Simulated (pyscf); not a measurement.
One four-centre exchange on the singlet surface with elements of a group swapped. ωB97M-D3(BJ)/def2-TZVP, kcal/mol, from the separated reactants. Optimised with ωB97X-D3(BJ)/def2-SVP in PySCF.

```csv
step,barrier,reaction energy,imaginary mode (i cm⁻¹)
H₂N–B(NH₂)–NH₂ + HF → H₂N–B(NH₂)–F + NH₃,___,___,907
H₂N–B(NH₂)–NH₂ + HCl → H₂N–B(NH₂)–Cl + NH₃,2.6,-5.5,250
```

Task: Some entries are withheld; supply them.

Result: 
- H₂N–B(NH₂)–NH₂ + HF → H₂N–B(NH₂)–F + NH₃, barrier: 11.6
- H₂N–B(NH₂)–NH₂ + HF → H₂N–B(NH₂)–F + NH₃, reaction energy: -17.5

Row 1: On the reactant side the descent ends in a bound adduct, 11.6 kcal/mol under the separated species and 23.5 kcal/mol under the saddle at ωB97X-D3(BJ)/def2-TZVP. On the product side the descent ends in an adduct with a B–N contact, 3.6 kcal/mol over the separated species and 25.6 kcal/mol under the saddle at ωB97X-D3(BJ)/def2-TZVP. Row 2: On the reactant side the descent ends in a bound adduct, 8.5 kcal/mol under the separated species and 10.9 kcal/mol under the saddle at ωB97X-D3(BJ)/def2-TZVP. On the product side the descent ends in an adduct with a B–N contact, 1.4 kcal/mol over the separated species and 7.5 kcal/mol under the saddle at ωB97X-D3(BJ)/def2-TZVP. Each row is the saddle that its search found.
